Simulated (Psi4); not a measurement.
**U-revPBE/def2-TZVPPD run of AlO (oxoaluminum)**

Aim: the vertical doublet–quartet gap of AlO (oxoaluminum) at U-revPBE/def2-TZVPPD, from 2 runs. 

The results are computed with Psi4 1.11.

3 further runs of the same task are left out: 1 that didn't finish, 2 set aside as unsound or not needed.

### Step 1. The system as given

AlO has 2 atoms, charge 0, and is taken as a doublet. SMILES: `[O]=[Al]`. The coordinates come from a PBE0-D4/def2-TZVP relaxation.

Bond lengths: O1–Al2 1.620 Å.

### Step 2. The energy at U-revPBE/def2-TZVPPD

The input, calc.py:

```python
import psi4

psi4.set_memory(1600000000)
psi4.set_num_threads(1)
psi4.set_output_file('output.dat', False)

mol = psi4.geometry("""
0 2
O
Al 1 1.61989
symmetry c1
no_reorient
no_com
""")

psi4.set_options({
    'basis': 'def2-TZVPPD',
    'reference': 'uks',
    'puream': True,
    'e_convergence': 1e-09,
    'd_convergence': 1e-08,
    'scf_type': 'pk',
    'dft_radial_points': 99,
    'dft_spherical_points': 590,
    'maxiter': 100,
})

e, wfn = psi4.energy("REVPBE", return_wfn=True)
psi4.oeprop(wfn, "QUADRUPOLE", "LOWDIN_CHARGES", "MAYER_INDICES")
print('E =', round(e, 9))
```

Launch:

```sh
$ python calc.py
```

output.dat, cut to the lines that bear on the results:

```text
[...]
  Running in c1 symmetry.
[...]
  Nuclear repulsion =   33.974177203192809
[...]
  Multiplicity = 2
[...]
  Nalpha       = 11
  Nbeta        = 10
[...]
    Number of basis functions: 88
[...]
   @UKS iter   1:  -317.03446491224497    3.20211e-02   1.27507e-02 DIIS/ADIIS
[...]
   @UKS iter  14:  -317.58499322642905   -1.52340e-11   6.03773e-09 DIIS
[...]
   @S^2 Observed:                7.552924709E-01
[...]
    Orbital Energies [Eh]
    ---------------------
    Alpha Occupied:
       1A    -55.414549     2A    -18.731190     3A     -3.962547
       4A     -2.560741     5A     -2.560741     6A     -2.557504
       7A     -0.804859     8A     -0.327375     9A     -0.244018
      10A     -0.244018    11A     -0.242100
    Alpha Virtual:
      12A     -0.084260    13A     -0.084260    14A     -0.017606
      15A      0.002672    16A      0.049796    17A      0.049796
      18A      0.065899    19A      0.065899    20A      0.066711
      21A      0.101375    22A      0.101375    23A      0.106394
      24A      0.202458    25A      0.206906    26A      0.206906
[...]
  @UKS Final Energy:  -317.58499322642905
   => Energetics <=
    Nuclear Repulsion Energy =             33.9741772031928093
    One-Electron Energy =                -508.7290384514231505
    Two-Electron Energy =                 184.2882282778785452
    DFT Exchange-Correlation Energy =     -27.1183602560772528
    Empirical Dispersion Energy =           0.0000000000000000
    VV10 Nonlocal Energy =                  0.0000000000000000
    Total Energy =                       -317.5849932264290487
[...]
 Multipole Moments:
 ------------------------------------------------------------------------------------
     Multipole            Electronic (a.u.)      Nuclear  (a.u.)        Total (a.u.)
 ------------------------------------------------------------------------------------
 L = 1.  Multiply by 2.5417464519 to convert [e a0] to [Debye]
 Dipole X            :          0.0000000            0.0000000            0.0000000
 Dipole Y            :         -0.0000000            0.0000000           -0.0000000
 Dipole Z            :          2.1942091           -0.5640171            1.6301920
 Magnitude           :                                                    1.6301920
 L = 2.  Multiply by 1.3450342976 to convert [e a0^2] to [Debye ang]
 Quadrupole XX       :        -12.0575718            0.0000000          -12.0575718
 Quadrupole XY       :         -0.0000000            0.0000000           -0.0000000
[...]
```

Standard output:

```text
E = -317.584993226
```

It took 11 s on 1 thread of Intel Xeon Platinum 8259CL at 2.50GHz (Skylake/Cascade Lake), shared host; peak memory 0.59 GiB.

### Step 3. The quartet: energy and forces at U-revPBE/def2-TZVPPD

The input, input.in:

```
memory 1.6 GB

molecule {
  0 4
  O      0.000000     0.000000    -0.024920
  Al     0.000000     0.000000     1.594970
  symmetry c1
  no_reorient
  no_com
}

set {
  basis def2-TZVPPD
  reference uks
  puream true
  e_convergence 1e-09
  d_convergence 1e-08
  scf_type pk
  dft_radial_points 99
  dft_spherical_points 590
  maxiter 100
}

gradient("revpbe")
```

Launch:

```sh
$ psi4 input.in input.out -n 1
```

input.out, cut to the lines that bear on the results:

```text
[...]
  Running in c1 symmetry.
[...]
  Nuclear repulsion =   33.974177203192809
[...]
  Multiplicity = 4
[...]
  Nalpha       = 12
  Nbeta        = 9
[...]
    Number of basis functions: 88
[...]
   @UKS iter   1:  -317.31068927025262   -2.44203e-01   6.62659e-03 DIIS/ADIIS
[...]
   @UKS iter  11:  -317.43809483734128   -2.72848e-12   4.53483e-09 DIIS
[...]
   @S^2 Observed:                3.752763123E+00
[...]
  @UKS Final Energy:  -317.43809483734128
   => Energetics <=
    Nuclear Repulsion Energy =             33.9741772031928093
    One-Electron Energy =                -507.5508748576322660
    Two-Electron Energy =                 183.2754706790065029
    DFT Exchange-Correlation Energy =     -27.1368678619083177
    Empirical Dispersion Energy =           0.0000000000000000
    VV10 Nonlocal Energy =                  0.0000000000000000
    Total Energy =                       -317.4380948373412821
[...]
 Multipole Moments:
 ------------------------------------------------------------------------------------
     Multipole            Electronic (a.u.)      Nuclear  (a.u.)        Total (a.u.)
 ------------------------------------------------------------------------------------
 L = 1.  Multiply by 2.5417464519 to convert [e a0] to [Debye]
 Dipole X            :          0.0000000            0.0000000            0.0000000
 Dipole Y            :         -0.0000000            0.0000000           -0.0000000
 Dipole Z            :        -38.4617366           38.8059984            0.3442618
 Magnitude           :                                                    0.3442618
[...]
  -Total Gradient:
     Atom            X                  Y                   Z
    ------   -----------------  -----------------  -----------------
       1       -0.000000000001     0.000000000005     0.106835708110
       2       -0.000000000000    -0.000000000005    -0.106831479823
[...]
```

It took 14 s on 1 thread of Intel Xeon Platinum 8259CL at 2.50GHz (Skylake/Cascade Lake), shared host; peak memory 0.59 GiB.

### Step 4. Outcome

At U-revPBE/def2-TZVPPD:

| quantity | value |
| --- | --- |
| doublet: total energy | -317.58499 Eh |
| doublet: dipole moment | 4.14 D |
| doublet: HOMO energy (highest over α and β) | -6.45 eV |
| doublet: LUMO energy (lowest over α and β) | -5.18 eV |
| doublet: ⟨S²⟩ | 0.755 |
| quartet: total energy | -317.43809 Eh |
| quartet: dipole moment | 0.88 D |
| quartet: HOMO energy (highest over α and β) | -3.14 eV |
| quartet: ⟨S²⟩ | 3.753 |
| quartet: largest force on an atom | 5.494 eV/Å |
| vertical energy of the quartet above the doublet | 3.997 eV |

What this shows: At this shape the quartet lies 4.00 eV (92 kcal/mol) above the doublet.
